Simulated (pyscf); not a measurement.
# Four-centre exchange: HO–Bi(OH)–OH (SMILES [OH][Bi]([OH])[OH]) + H₂S (SMILES S) -> HO–Bi(OH)–SH (SMILES [OH][Bi]([OH])[SH]) + H₂O (SMILES O)

Gas phase, singlet surface, charge 0. Bonds broken: Bi1–O2, S8–H9. Bonds formed: Bi1–S8, O2–H9. Structures and frequencies: ωB97X-D3(BJ)/def2-SVP in PySCF.

Transition state (Å):

```xyz
10

Bi     0.4977    -0.6828     0.7252
O     -1.3849     0.2871     1.3802
O      0.2789    -0.3986    -1.3077
O     -0.6907    -2.3860     0.3211
H     -2.1443    -0.0264     0.8654
H     -0.2386    -1.1637    -1.6067
H     -0.9717    -2.8934     1.0924
S      0.4288     2.2239     0.6152
H     -0.8606     1.3979     1.0387
H      0.2126     2.0317    -0.7018
```

One imaginary mode, 1019i cm⁻¹; descent along it reached the two sides named, in the forms told below.

```tsv
bond	change	reactant side (Å)	saddle	product side
Bi1–O2	breaks	2.097	2.217	2.7
S8–H9	breaks	1.353	1.589	2.9
Bi1–S8	forms	3.2	2.9	2.532
O2–H9	forms	2.195	1.275	0.966
```

Electronic energies relative to the separated reactants (kJ/mol):

| level | barrier | reaction energy | reverse barrier |
|---|---|---|---|
| ωB97X-D3(BJ)/def2-TZVP | 9.1 | -43.5 | 52.6 |
| PBE/def2-TZVP | 1.7 | -30.2 | 32.0 |
| r²SCAN/def2-TZVP | 2.5 | -29.5 | 32.0 |
| B3LYP-D3(BJ)/def2-TZVP | 12.2 | -32.1 | 44.3 |
| PBE0-D3(BJ)/def2-TZVP | 3.7 | -39.2 | 42.9 |
| M06-2X/def2-TZVP | 16.0 | -29.5 | 45.5 |
| ωB97M-D3(BJ)/def2-TZVP | 25.8 | -28.0 | 53.8 |
| HF/def2-TZVP | 94.0 | -28.9 | 122.9 |

With ωB97M-D3(BJ)/def2-TZVP energies and thermal terms (ideal gas, 1 atm, RRHO with modes under 100 cm⁻¹ raised to 100, one conformer, R ln 2 for chiral ones without a mode under 150 cm⁻¹), in kJ/mol:

```csv
T (K),ΔH‡,ΔG‡,ΔH,ΔG
298,24.2,70.2,-20.4,-22.3
600,25.4,116.6,-20.1,-24.4
900,28.2,161.6,-20.4,-26.5
1200,31.3,205.7,-21.1,-28.4
```

On the reactant side the descent ends in a bound adduct, 34.3 kJ/mol under the separated species and 43.4 kJ/mol under the saddle at ωB97X-D3(BJ)/def2-TZVP. On the product side the descent ends in a bound adduct, 47.8 kJ/mol under the separated species and 100.4 kJ/mol under the saddle at ωB97X-D3(BJ)/def2-TZVP. This is the saddle that the search found; another between the same sides may lie lower. Elements past Kr carry the def2 core potentials, without spin-orbit coupling.
